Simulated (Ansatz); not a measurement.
## Energy profile

The step: CH₂F ([CH2][F]) + H₂S → CH₃F ([CH3][F]) + HS; bonds formed: H1–C3; bonds broken: H1–S2 (atoms numbered as in the saddle structure below).

```
7
angstrom
H 0.3228 -0.5954 0.0307
S 1.5060 -1.3479 0.4195
C -0.8654 0.3710 -0.3180
F -0.4910 1.5765 0.1116
H 2.0784 -0.2266 0.8849
H -0.8847 0.2883 -1.4014
H -1.6662 -0.0658 0.2727
```

Electronic energies by CCSD(T) at an estimated basis limit (MP2 extrapolated from triple and quadruple zeta, plus CCSD(T) − MP2 in triple zeta), on PBE0-D4/def2-TZVP structures; CH₄FS, doublet; no counterpoise correction; spin–orbit coupling, which lowers free halogen atoms and radicals such as OH and SH, is left out. Program: Ansatz 0.2.0. Basis: def2-TZVPP and def2-QZVPP. Cores are frozen in the correlated methods; orbitals are unrestricted. Extrapolation: Hartree–Fock as exp(−7.88 √X), correlation as X^−2.97.

(1) Give the profile in kcal/mol, counted from the separated reactants. (To be estimated.)

No T1 diagnostic of these runs exceeds 0.016. ⟨S²⟩ of the unrestricted Hartree–Fock references: 0.76 to 0.79 (a pure state has 0.75).

## Answers

(1) The calculation gives:
```csv
point,kcal/mol
"separated: H₂S (H1, S2, H5; singlet) + CH₂F (linked as [CH2][F]; C3, F4, H6, H7; doublet)",0.00
start structure,-1.22
saddle,4.48
end structure,-15.23
"separated: CH₃F (linked as [CH3][F]; H1, C3, F4, H6, H7; singlet) + HS (S2, H5; doublet)",-12.89
```

For scale, one of the runs: CCSD(T)/def2-TZVPP, 160 basis functions, launched by `ansatz run in.yaml --threads 4 --pin off --events-out ev --progress --plain --max-ram 9574MiB`. The run took 80 s on 4 CPU threads of an Arm Neoverse N1 (shared host), with 2.9 GiB of host memory at its peak.
